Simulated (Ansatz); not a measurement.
Input for Ansatz (development build ahead of 0.2.0):

```yaml
crystal:
  periodic: [false, false, false]
  atoms:
    - { symbol: B, position_ang: [0.42571, -0.03455, 0.96991] }
    - { symbol: B, position_ang: [-0.28021, 0.01365, -0.64539] }
    - { symbol: H, position_ang: [-0.37033, 0.92449, 0.20403] }
    - { symbol: H, position_ang: [0.38404, -0.93631, -0.18105] }
    - { symbol: H, position_ang: [-0.27865, -0.4926, 1.8036] }
    - { symbol: H, position_ang: [1.5257, 0.39654, 1.04136] }
    - { symbol: H, position_ang: [-1.28861, -0.24665, -1.36324] }
    - { symbol: H, position_ang: [-0.1156, 0.33115, -1.85868] }
basis:
  gaussian: { orbitals: def2-SVP }
total_charge: 1
magnetization:
  spin_polarized: true
  initial_magnetization: 1
hamiltonian:
  xc: hf
output:
  forces: true
```

The input is written out in the form of the current development build from the run's settings.

The run gave:

| Property | Result |
| --- | --- |
| Converged | yes |
| Total energy | -52.38995 hartree |
| Spin squared of the determinant | 0.758 |
| Stability test | minimum |

Forces (eV/Å):
```csv
atom,Fx,Fy,Fz
B1,0.000,0.000,0.000
B2,0.000,0.000,0.000
H3,0.000,0.000,0.000
H4,0.000,0.000,0.000
H5,0.000,0.000,-0.001
H6,0.000,0.000,0.000
H7,0.000,0.000,0.000
H8,0.000,0.000,0.001
```
